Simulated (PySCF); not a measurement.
## Spin states of BF

Unrestricted PBE0; PySCF, no relativity, basis sets B def2-TZVP, F def2-TZVP. Outer shells of the fragments: B 2s2 2p1; F 2s2 2p5.

Followed along the bond (rough minima from three points):

| 2Ms+1 | unpaired | ⟨S²⟩ at the start | R at minimum (Å) | Te (eV) |
| --- | --- | --- | --- | --- |
| 1 | none | 0.00 | 1.26 | 0.00 |
| 3 | σ ↑, π ↑ | 2.00 | 1.31 | 3.21 |

Solutions found at the starting distance of 1.430 Å, counted from the lowest of them; the search is not exhaustive and high or unbound solutions are not listed, so other states can lie among these:

| 2Ms+1 | unpaired | term | E (eV) | ⟨S²⟩ | ⟨Lz²⟩ | μ (D) |
| --- | --- | --- | --- | --- | --- | --- |
| 1 | none | ¹Σ⁺ | 0.00 | 0.00 | 0.00 | 0.10 |
| 3 | σ ↑, π ↑ | ³Π | 2.96 | 2.00 | 1.00 | -1.16 |
| 1 | σ ↑, π ↓ | mixed | 4.11 | 1.00 | 1.01 | -0.87 |
| 3 | σ ↑↑ | ³Σ⁺ | 7.73 | 2.01 | 0.00 | -2.87 |
| 3 | π ↑↑ | ³Σ⁻ | 8.49 | 2.06 | 0.00 | -2.09 |
| 3 | π ↑↑ | mixed | 9.25 | 2.01 | 2.01 | 3.76 |

A term symbol is given only where ⟨S²⟩ and ⟨Lz²⟩ are close to those of a pure state; real π, δ and φ orbitals otherwise mix terms. A positive dipole means B(−)F(+).

Problem. Compare the gap between the two lowest followed solutions at the starting distance with the gap between their minima.

Solution. At PBE0 the second solution (triplet, unpaired electrons σ ↑, π ↑) lies +2.96 eV from the first (singlet, closed shell) at 1.430 Å and +3.21 eV at the minima; the two curves relax by different amounts, since their minima lie near 1.31 and 1.26 Å.

Counting both spins, an empty level lies below a filled one in some of these solutions, because spin and occupation are held.
